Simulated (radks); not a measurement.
# Valence configurations of Si²⁺

The task here is to estimate one member of a computed series from the others.

Program: radks (a radial shooting solver on a logarithmic mesh, Libxc functionals) version 1. Level of theory: Dirac Kohn-Sham, PBE, spin-unpolarised, spherical densities, point nucleus; open shells fill j = l - 1/2 first. These are calculated values, not measurements, unless marked.

### What is computed

| Quantity | Value |
| --- | --- |
| element | silicon (Z = 14) |
| charge | +2 |
| electrons | 12 |
| configuration | [Ne] 3s2 |
| others tried | 3s1 3p1; 3p2; 3s0.5 3p1.5; 3s1.5 3p0.5 |

Set-up of the first run:

Settings of this run:

```text
Z 14
configuration [Ne] 3s2
relativity Dirac
functional pbe,pbe
spin unpolarised
j_filling energy
nucleus point
c 137.035999084
```

Steps of the session up to this table: [Ne] 3s2.

One of the session's tables, all rows but one given; the rest of the session is left out.

It belongs to the step «[Ne] 3s2». Sizes of the orbitals, from the radial functions (bohr):

| level | <r> | outermost maximum (interpolated) | 90 % within | nodes |
| --- | --- | --- | --- | --- |
| 1s1/2 | 0.1113 | 0.0726 | 0.199 | 0 |
| 2s1/2 | 0.5671 | 0.454 | 0.894 | 1 |
| 2p1/2 | 0.5347 | 0.386 | 0.899 | 0 |
| 2p3/2 | 0.5369 | 0.388 | 0.902 | 0 |
| 3s1/2 | ? | ? | ? | ? |

Estimate the missing values for 3s1/2.

As computed: <r>: 1.951; outermost maximum (interpolated): 1.69; 90 % within: 2.91; nodes: 2. In the column «<r>» it is the highest.
